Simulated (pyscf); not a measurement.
Optimised with ωB97X-D3(BJ)/def2-SVP in PySCF. MP2 and CC: frozen core, UHF for open shells. ΔMP2 is the change of the MP2 total energy from the triple- to the quadruple-zeta basis.

Question: How much does it cost (ΔH, 298 K, CCSD(T)/def2-TZVPP + ΔMP2(QZVPP)) to split Cl–ZrH₂–Cl at its H–Zr bond into [Cl–ZrH–Cl]• + H•?

Answer: H–Zr to [Cl–ZrH–Cl]• + H•: 298.6 kJ/mol. The radicals are drawn with the spin at the cut bond; how far it spreads was not checked. The CCSD(T) − MP2 part came from Ansatz, without density fitting, on the same reference. The frozen core leaves the outer d or s,p core shells of the metals and heavy elements correlated in the MP2 and CC values, and def2-TZVPP describes them poorly, which can shift differences by a few kcal/mol. Open-shell species with a d-block atom are single-reference here; other states, and whether the spin sits on metal or ligand, were not checked. Elements past Kr carry the def2 core potentials, without spin-orbit coupling.
